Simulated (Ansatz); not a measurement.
## How far each method lies from UCCSDT(Q) for SeBr⁻, triplet

Geometry: that of the SeBr⁻, singlet, kept fixed. The singlet lies 1.6 eV lower here.

```xyz
2

Se    0.0000    0.0000    0.0000
Br    0.0000    0.0000    2.3810
```

Basis aug-cc-pVDZ; Ansatz 0.2.0. Only valence electrons are correlated (noble-gas cores and the filled d shells of p-block atoms frozen), which leaves 14 electrons in 44 orbitals. Prefix R: restricted or restricted open-shell reference; prefix U: unrestricted. Active spaces: valence = (14e, 8o) chosen from the atoms' valence shells. No spin–orbit coupling is included, and no scalar relativity.

Full CI isn't at hand for all of this; UCCSDT(Q) serves as the reference, and is uncertain by the last step of the cluster series or more. The frozen core follows each run's orbitals, which can shift R against U totals by a few meV for light atoms and by up to 0.1 eV past Ca.

The UHF ⟨S²⟩ is 2.017 and the T1 diagnostic (RCCSD) is 0.0254. The largest doubles amplitude (RCCSD) is 0.029. The T1 diagnostic (UCCSD) is 0.0221.

Task: From what is known of these methods and the diagnostics, rank them by the size of their error in total energy against UCCSDT(Q) in aug-cc-pVDZ, smallest first (an estimate: the text doesn't fix the numbers).
A. UCCSD
B. UHF
C. UMP2
D. UCCSD(T)
E. UCCSDT

Result: E (1.7 kJ/mol), D (4.0 kJ/mol), A (24.7 kJ/mol), C (86.5 kJ/mol), B (691.4 kJ/mol).

All errors are against UCCSDT(Q) in aug-cc-pVDZ. Within each family the higher level lies nearer, as is usual though not guaranteed.

Natural occupations of CASSCF (valence space) about the gap: 2.000 1.997 1.997 1.003 1.003; effectively unpaired electrons, Σ n²(2−n)², 2.00.
